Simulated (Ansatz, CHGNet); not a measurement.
**Rock-salt TiC: properties by level of theory**

Reference values: lattice constant a 4.33 Å (measured, temperature not stated, not corrected to a static lattice; as tabulated in Zhang et al. (2018), doi:10.1088/1367-2630/aac7f0); formation enthalpy -0.956 ± 0.02 eV/atom (measured, 298 K, copied from a table, unchecked, no zero-point or thermal correction; as tabulated in Wang et al. (2021), doi:10.1038/s41598-021-94550-5).

```csv
level (code),lattice constant a (Å),formation enthalpy (eV/atom)
CHGNet-r²SCAN,4.331,-1.016
rVV10 (Ansatz),4.356,-0.796
r²SCAN0 (Ansatz),4.305,-1.086
```

Differences from the reference values (errors of the level alone only where the reference is corrected to a static lattice):

```csv
level,lattice constant a (%),formation enthalpy (eV/atom)
CHGNet-r²SCAN,+0.02,-0.060
rVV10,+0.60,+0.160
r²SCAN0,-0.58,-0.130
```

Nearest: lattice constant a, not ranked (reference at room or unstated temperature); formation enthalpy, CHGNet-r²SCAN.

Machine-learned potentials (CHGNet-r²SCAN) are trained on DFT data: a solid inside that data is no test of them.

Ansatz's density-functional and Hartree–Fock values are scalar-relativistic unless marked +SOC, with PAW data made under PBE.

Differences are worked out from the printed values.

Static lattice: no zero-point or thermal effects.

Ansatz is a program for electronic structure.
